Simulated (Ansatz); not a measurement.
A nudged elastic band was laid between two geometries of FH₃NSi (6 atoms, charge 0, multiplicity 2).

Method: UKS PBE/def2-SVP in Ansatz 0.2.0.

```yaml
movable_images: 5
climbing_image: yes
spring: 0.5 eV/Å²
optimiser: quadratic models (default)
start_path: IDPP
force_threshold: 0.03 eV/Å
iteration_limit: 60
end_points: relaxed
```

Image 0:

```xyz
6
Properties=species:S:1:pos:R:3
N -0.362 0.215 -0.761
Si 0.200 -0.536 0.707
F 1.837 -0.710 0.593
H -1.226 0.764 -0.722
H -0.282 -0.266 -1.661
H -0.125 0.468 1.798
```

Image 6:

```xyz
6
Properties=species:S:1:pos:R:3
N -0.363 0.214 -0.762
Si 0.200 -0.535 0.707
F 1.837 -0.709 0.595
H -0.284 -0.270 -1.661
H -1.225 0.765 -0.723
H -0.122 0.471 1.798
```

**Question.** What changes between the two ends?

**Answer.** No bond is made or broken. The dihedral H5–N1–Si2–F3 goes from 65 to -153°. The two ends are copies of one structure, up to a mirror image or an exchange of like atoms.

**Question.** What energy profile does the band end with?

**Answer.** It converged. The highest image is number 3 of 0 to 6, 0.074 eV above the ends, which have the same energy within 2 meV. Another band between the same ends (5 images) ends at a top of the same energy, where a vibrational analysis finds 1 clearly imaginary mode.

| image | path coordinate (Å) | energy (eV) | dihedral H5–N1–Si2–F3 (°) |
| --- | --- | --- | --- |
| 0 | 0.00 | 0.000 | 65 |
| 1 | 0.59 | 0.021 | 36 |
| 2 | 1.18 | 0.052 | 2 |
| 3 | 1.77 | 0.074 | -30 |
| 4 | 2.30 | 0.050 | -63 |
| 5 | 2.83 | 0.019 | -104 |
| 6 | 3.36 | 0.000 | -153 |

**Question.** What is the geometry of the highest image?

**Answer.** 
```xyz
6
Properties=species:S:1:pos:R:3:forces:R:3
N -0.616 0.194 -0.676 0.00 0.00 0.00
Si 0.097 -0.267 0.840 0.00 0.00 0.00
F 1.539 -1.035 0.593 0.00 0.00 0.00
H -1.438 -0.319 -1.005 0.00 0.00 0.00
H -0.003 0.418 -1.468 0.00 0.00 0.00
H 0.462 0.945 1.670 0.00 0.00 0.00
```

Run time: 82 s on 1 CPU thread of a shared host.
